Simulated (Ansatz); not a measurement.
# BClH3N: the cost of one run

All numbers below are computed with Ansatz 0.2.0 (RKS PBE/def2-SVP).

### 1 The system as given

Bond lengths: B1–Cl2 2.060 Å, B1–N4 1.550 Å, N4–H5 1.060 Å, N4–H6 1.060 Å. Angles: Cl2–B1–N4 155.3°, B1–N4–H5 120.0°, B1–N4–H6 120.0°, H5–N4–H6 120.0°.

As a file:

```xyz
6

B     0.0000    0.0000    0.0000
Cl    1.1911    0.0000    1.6808
H     1.3757    0.0000   -0.1988
N    -1.3423    0.0000   -0.7750
H    -2.0112   -0.8164   -0.6764
H    -1.5914    0.8164   -1.4036
```

### 2 Pulling towards end A

Springs on the bonds that form and break draw the guess towards this end; the thresholds are loose.

input.yaml reads:

```yaml
crystal:
  periodic: [false, false, false]
  atoms:
    - { symbol: B, position_ang: [0.0, 0.0, 0.0] }
    - { symbol: Cl, position_ang: [1.1911, 0.0, 1.6808] }
    - { symbol: H, position_ang: [1.3757, 0.0, -0.1988] }
    - { symbol: "N", position_ang: [-1.3423, 0.0, -0.775] }
    - { symbol: H, position_ang: [-2.0112, -0.8164, -0.6764] }
    - { symbol: H, position_ang: [-1.5914, 0.8164, -1.4036] }
basis:
  gaussian: { orbitals: def2-SVP }
hamiltonian:
  xc: pbe
relax:
  f_tol: 0.15
  max_steps: 25
  restrain:
    - { distance: [1, 2], at: 2.57, k: 30.0 }
    - { distance: [0, 1], at: 1.86, k: 30.0 }
    - { distance: [0, 2], at: 1.19, k: 30.0 }
```

Launch:

```bash
> ansatz run input.yaml --threads 1 --pin off --max-ram 2048MiB --backend cpu --events-out ev --progress --plain --runs-dir out
```

Q: Estimate wall time and peak memory on 1 thread of AMD EPYC 9R45 (Zen 5), shared host.

About 4.2 s, with a peak of 0.14 GiB.
